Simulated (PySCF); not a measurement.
# Computed χzz against gas-phase spectroscopy

Values to reproduce (atoms as numbered below): 14N at N2: χzz = 1.3215 MHz [1]; 14N at N4: χzz = -3.7811 MHz [1].
[1] measured, gas; W. C. Bailey, Calculation of NQCC in Gaseous State Molecules (compilation of microwave values)

Species: isocyanogen, C₂N₂.
Bonds: C1–N2 (triple), N2–C3, C3–N4 (triple).

**Question.** What do the calculations give?

**Answer.** PySCF, non-relativistic, all at one geometry, with Q(14N) = 0.02044 b:

| level | functions | 14N N2 (MHz) | 14N N4 (MHz) | mean of computed/reference − 1 (%) |
| --- | --- | --- | --- | --- |
| B3LYP/6-31G-J | 48 | 2.131 | -3.061 | +21.1 |
| B3LYP/pcJ-0 | 52 | 2.623 | -3.924 | +51.1 |
| B3LYP/6-31G* | 56 | 1.816 | -3.178 | +10.8 |
| B3LYP/pcJ-1 | 108 | 1.617 | -4.091 | +15.3 |
| B3LYP/cc-pVTZ | 120 | 1.140 | -4.204 | -1.3 |
| B3LYP/def2-TZVP | 124 | 1.179 | -4.235 | +0.6 |
| B3LYP/aug-cc-pVTZ-J | 184 | 1.258 | -4.202 | +3.2 |
| B3LYP/pcJ-2 | 204 | 1.278 | -4.258 | +4.7 |
| B97-2/pcJ-1 | 108 | 1.755 | -3.823 | +17.0 |
| BHandHLYP/pcJ-1 | 108 | 1.669 | -4.244 | +19.3 |
| CAM-B3LYP/pcJ-1 | 108 | 1.689 | -4.166 | +19.0 |
| KT2/pcJ-1 | 108 | 1.645 | -3.784 | +12.3 |
| LDA/pcJ-1 | 108 | 1.494 | -3.971 | +9.0 |
| PBE/pcJ-1 | 108 | 1.632 | -3.784 | +11.8 |
| PBE0/pcSseg-1 | 68 | 1.553 | -4.035 | +12.1 |
| PBE0/pcJ-1 | 108 | 1.669 | -3.935 | +15.2 |

Closest here is B3LYP/pcJ-2 (7.9 % unsigned error), furthest B3LYP/pcJ-0 (51.1 %); one molecule doesn't rank methods. Computed values are for fixed nuclei, while measured ones can include vibrational averaging. Geometry: PBE0-D3(BJ)/def2-SVP; no solvent, vibrations or thermal averaging.
